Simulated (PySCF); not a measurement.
Compound: 3-chloro-1-butyne, C4H5Cl.
SMILES: `C#C[C@H](C)Cl`

Computed, not measured: MP2 and CCSD/aug-cc-pVDZ in PySCF, restricted Hartree–Fock reference, 9 core orbitals frozen, non-relativistic, gas phase, PBE0-D3(BJ)/def2-SVP geometry.

E(HF) = -613.83726 Eh.

**Question.** How large is the problem?

**Answer.** 164 basis functions and 46 electrons; 9 orbitals frozen, which leaves o = 14 correlated occupied and v = 141 virtual orbitals. That is o·v = 1974 singles and o·v(o·v + 1)/2 = 1949325 distinct closed-shell doubles amplitudes before symmetry; the costliest CCSD step grows as o²v⁴ = 7.7 × 10^10.

**Question.** What are the MP2 and CCSD correlation energies?

**Answer.** MP2 -0.7027 Eh and CCSD -0.7470 Eh, which gives totals of -614.54001 and -614.58422 Eh. That is 0.726 eV for each correlated electron at CCSD (1961 kJ/mol in all, 0.122 % of the total energy); MP2 gives 94.1 % of the CCSD value.

**Question.** What is the T1 diagnostic?

**Answer.** 0.0104, below the customary warning level of 0.02. It is the norm of the spatial-orbital singles amplitudes over the root of the number of correlated electrons, so the norm is 0.055.

**Question.** How does correlation change the dipole moment?

**Answer.** HF gives 2.13 D and CCSD (unrelaxed density) 1.92 D, a change of -0.21 D.

Connected triples and the basis-set limit are missing.
